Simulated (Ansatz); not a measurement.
Energy needed to pull apart C₂H₇B (SMILES BCC), singlet, into free ground-state atoms, from the structure below (displaced at random from its PBE0-D4/def2-TZVP minimum); no zero-point or spin–orbit terms; open-shell atoms are treated unrestricted, in their ground-state multiplicity.

| atom | x (Å) | y (Å) | z (Å) |
| --- | --- | --- | --- |
| B1 | -0.9460 | 0.8796 | -0.7062 |
| C2 | 0.4487 | 0.3030 | -0.1986 |
| C3 | 0.3821 | -0.8777 | 0.7256 |
| H4 | -1.8659 | 0.3847 | -0.4622 |
| H5 | -0.9265 | 1.8503 | -1.4711 |
| H6 | 0.9335 | 1.2051 | 0.2784 |
| H7 | 1.0311 | 0.0687 | -1.0626 |
| H8 | 1.4157 | -1.2444 | 1.1052 |
| H9 | -0.1539 | -0.6742 | 1.6341 |
| H10 | -0.0661 | -1.8059 | 0.2504 |

Program: Ansatz 0.2.0. Basis: def2-TZVPP. Cores are frozen in the correlated methods.

| method | atomization energy (eV) |
| --- | --- |
| PBE-D4 | 38.23 |
| r2SCAN-D4 | ? |
| PBE0-D4 | 37.97 |
| wB97M-V | ? |
| HF | 29.41 |
| MP2 | 37.18 |
| CCSD | 36.67 |
| CCSD(T) | 37.00 |

Question: What does r2SCAN-D4 give? (An estimate is asked for; the value comes from the calculation.)

Answer: By the calculation: 37.93 eV, which is about 0.93 eV more than CCSD(T)/def2-TZVPP.

Question: What does wB97M-V give? (Judge from chemistry; the value comes from the calculation.)

Answer: By the calculation: 37.95 eV, which is about 0.95 eV more than CCSD(T)/def2-TZVPP.

In triple zeta the MP2 and coupled-cluster atomization energies are still short of their basis limit by a few kcal/mol a bond, whereas those of the functionals are nearly converged, so these differences are not deviations from converged CCSD(T).

T1 diagnostic: at most 0.010.

For scale, one of the runs: CCSD(T)/def2-TZVPP forces, 191 basis functions (an equivalent command: `ansatz run in.yaml --threads 2`). Hardware: 2 CPU threads, shared host. Wall time 2.9 min; peak host memory 2.2 GiB.
